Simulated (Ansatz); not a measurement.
One change: `C/N=C\F` becomes `C/N=C\N`.

Ansatz, PBE0-D4/def2-TZVP geometries, multiplicity 1. Each molecule was computed in one conformer, which needn't be the lowest.

```
                                        property  `C/N=C\F`
               LUMO energy (PBE/def2-TZVPP) / eV      -1.00
         HOMO–LUMO gap (ωB97M-V/def2-TZVPP) / eV      12.83
  size of the dipole moment (PBE/def2-TZVPP) / D       0.32
size of the dipole moment (B3LYP/def2-TZVPP) / D       0.27
              LUMO energy (PBE0/def2-TZVPP) / eV       0.12
             HOMO energy (B3LYP/def2-TZVPP) / eV      -7.83
```

Question: Give the same properties after the change, and the shifts. (An estimate is asked.)

Answer: The calculation gave: 
| property | `C/N=C\N` | shift |
| --- | --- | --- |
| LUMO energy (PBE/def2-TZVPP) / eV | -0.14 | 0.86 |
| HOMO–LUMO gap (ωB97M-V/def2-TZVPP) / eV | 11.31 | -1.52 |
| size of the dipole moment (PBE/def2-TZVPP) / D | 3.18 | 2.86 |
| size of the dipole moment (B3LYP/def2-TZVPP) / D | 3.21 | 2.94 |
| LUMO energy (PBE0/def2-TZVPP) / eV | 0.84 | 0.72 |
| HOMO energy (B3LYP/def2-TZVPP) / eV | -6.59 | 1.24 |

With PBE0 the HOMO rises by 1.28 eV and the LUMO rises by 0.72 eV, so the gap narrows by about 0.56 eV. PBE moves the HOMO by 1.05 eV and ωB97M-V by 1.40 eV. The zero-point energy changes by 64.9 kJ/mol with +6 modes. Dipoles are sizes alone; their direction can turn.

B3LYP here is the variant with VWN-RPA as its local correlation; programs differ in this.
